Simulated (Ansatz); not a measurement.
**doublet BH(+): levels of theory in one basis**

```yaml
atoms:
  - { symbol: B, position_ang: [0.0000, 0.0000, -0.6116] }
  - { symbol: H, position_ang: [0.0000, 0.0000, 0.6116] }
```

Basis set: def2-SVP (spherical functions). Frozen core: 1 orbital. Correlation on ROHF uses semicanonical orbitals with singles. Charge 1, multiplicity 2.

Computed with Ansatz (development build ahead of 0.2.0); each method stands on the lowest determinant of its kind that the runs found.

| method | E − E(ROHF) (eV) | <S²> of the determinant |
| --- | --- | --- |
| ROHF | 0.00 | 0.75 |
| UHF | -0.03 | 0.75 |
| ROHF-MP2 | -0.87 | – |
| UHF-MP2 | -0.88 | 0.75 |
| ROHF-CCSD(T) | -1.26 | – |
| UHF-CCSD(T) | -1.26 | 0.75 |

Q: Is a single determinant a sound starting point here?

A: By this sign, yes. Unrestricted orbitals gain 0.03 eV and <S²> is 0.75 against 0.75 for a pure state.
